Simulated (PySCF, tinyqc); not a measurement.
Inside a calculation. Method: FCI on RHF in the sto-3g basis, frozen core, for LiH, spin multiplicity 1. The lowest restricted solution is unstable here: a spin-polarised one lies 0.0557 hartree lower (PySCF). One step of it, computed by the program tinyqc.

Problem. FCI: determinants and Hamiltonian. Slater-Condon rules over spin orbitals, with the nuclear repulsion and the energy of the frozen orbital added and E(HF) subtracted on the diagonal. Only determinants linked to the reference directly or through others are kept (one block of an abelian symmetry group), so some states are absent.

one-electron integrals dressed by the frozen orbital, h + 2 (pq|11) - (p1|1q) (hartree), lower triangle:
```
           2          3          4          5          6
2  -0.601396
3   0.080322  -0.330540
4   0.000000   0.000000  -0.268719
5   0.000000   0.000000   0.000000  -0.268719
6   0.096473  -0.084684   0.000000   0.000000  -0.346568
```

energy of the frozen orbital, 2 h_11 + (11|11) = -7.51512285 hartree

Two-electron integrals over orbitals (pq|rs), unique and non-zero (hartree); the lowest 1 orbital is frozen and left out:
```
(22|22) 0.412423    (32|22) -0.080322   (32|32) 0.046338    (33|22) 0.218815
(33|32) 0.018096    (33|33) 0.306071    (42|42) 0.021233    (43|42) 0.023041
(43|43) 0.040972    (44|22) 0.221541    (44|32) 0.029226    (44|33) 0.271489
(44|44) 0.312946    (52|52) 0.021233    (53|52) 0.023041    (53|53) 0.040972
(54|54) 0.016869    (55|22) 0.221541    (55|32) 0.029226    (55|33) 0.271489
(55|44) 0.279207    (55|55) 0.312946    (62|22) -0.096473   (62|32) 0.065669
(62|33) 0.006045    (62|44) 0.048412    (62|55) 0.048412    (62|62) 0.128435
(63|22) 0.075176    (63|32) -0.039036   (63|33) -0.035416   (63|44) -0.018106
(63|55) -0.018106   (63|62) -0.050662   (63|63) 0.049477    (64|42) 0.015779
(64|43) 0.008362    (64|64) 0.017210    (65|52) 0.015779    (65|53) 0.008362
(65|65) 0.017210    (66|22) 0.369773    (66|32) -0.050915   (66|33) 0.246429
(66|44) 0.249805    (66|55) 0.249805    (66|62) -0.053163   (66|63) 0.045764
(66|66) 0.358440
```

nuclear repulsion = 0.56982471 hartree

Hartree-Fock energy = -7.73566639 hartree

Give: determinants; H - E(HF) between determinants.

Solution.

Occupation strings over the orbitals (2 doubly, a alpha, b beta, 0 empty; spin orbitals ordered 1a 1b 2a 2b ...): 220000 2ab000 2a000b 2ba000 2b000a 202000 20a00b 200200 200020 20b00a 200002

H - E(HF) between determinants (hartree), lower triangle:
```
        220000  2ab000  2a000b  2ba000  2b000a  202000  20a00b  200200
220000   0.000
2ab000   0.000   0.077
2a000b   0.000  -0.010   0.212
2ba000   0.000  -0.046  -0.066   0.077
2b000a   0.000  -0.066  -0.128  -0.010   0.212
202000   0.046   0.098  -0.039  -0.098   0.039   0.435
20a00b   0.066  -0.039   0.029  -0.103   0.051  -0.120   0.360
200200   0.021   0.023   0.016  -0.023  -0.016   0.041   0.008   0.566
200020   0.021   0.023   0.016  -0.023  -0.016   0.041   0.008   0.017
20b00a  -0.066  -0.103   0.051  -0.039   0.029   0.120  -0.049  -0.008
200002   0.128  -0.051   0.043   0.051  -0.043   0.049  -0.039   0.017

        200020  20b00a  200002
200020   0.566
20b00a  -0.008   0.360
200002   0.017   0.039   0.456
```
